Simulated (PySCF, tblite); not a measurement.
**C₂H₇N, a complex of two parts: NMR shifts, interaction energy, infrared bands, spin-spin couplings and core binding energies**

An exercise on one series of results from a longer session: the logs are not shown, and one member is left open.

Computed with tblite 0.8.0 and PySCF 2.14.0; each step states its level. No surroundings beyond the atoms listed, unless a continuum is named. Atoms count from 0, parts from 1.

## The system as given

10 atoms, charge 0, multiplicity 1; geometry: rigid parts in contact. Parts: 1 = atoms 0–3, `N`, charge 0; 2 = atoms 4–9, `C=C`, charge 0.

Set-up of the first run:

What the job is given:

```
{"job": {"kind": "dock", "xc": "GFN2-xTB", "basis": "xTB"}, "charge": 0, "multiplicity": 1, "parts": [{"atoms": "0-3", "charge": 0, "multiplicity": 1}, {"atoms": "4-9", "charge": 0, "multiplicity": 1}]}
N      0.001070     0.003232     0.275024
H      0.924869    -0.188995    -0.092809
H     -0.625952    -0.707961    -0.080630
H     -0.299988     0.893724    -0.101585
C      1.761977    -0.494173     4.120370
C      2.091615    -0.360257     2.853037
H      2.503034    -0.536732     4.901755
H      0.734961    -0.567722     4.438861
H      1.350729    -0.317419     2.071429
H      3.118757    -0.287606     2.534709
```

Method: GFN2-xTB search for minima from random contacts, gas phase.

The run is started by

```
$ OMP_NUM_THREADS=1 python cluster_run.py task.json out
```

One launch serves the whole session: the jobs run in the order shown.

Steps of the session up to this table: Bringing the parts together with GFN2-xTB; Geometry optimisation at PBE0-D3(BJ)/def2-TZVPD; Shielding tensors: PBE0/pcSseg-2; Coupled-cluster interaction energy: CCSD(T) and MP2.

One of the session's tables, all rows but one given; the rest of the session is left out.

It belongs to the step «Coupled-cluster interaction energy: CCSD(T) and MP2». 

| method | interaction energy (kcal/mol) |
| --- | --- |
| HF/aug-cc-pVDZ | -0.29 |
| MP2/aug-cc-pVDZ | -1.02 |
| CCSD/aug-cc-pVDZ | -0.88 |
| CCSD(T)/aug-cc-pVDZ | ? |
| HF/aug-cc-pVQZ | -0.27 |
| MP2/aug-cc-pVQZ | -1.22 |
| SCS-MP2/aug-cc-pVQZ | -0.94 |
| MP2, extrapolated | -1.25 |
| CCSD(T), limit estimate | -1.26 |

Q: Estimate the row for CCSD(T)/aug-cc-pVDZ from the others.

The run gave: interaction energy (kcal/mol): -1.03. In the column «interaction energy (kcal/mol)» it lies between MP2/aug-cc-pVQZ (-1.22) and MP2/aug-cc-pVDZ (-1.02).
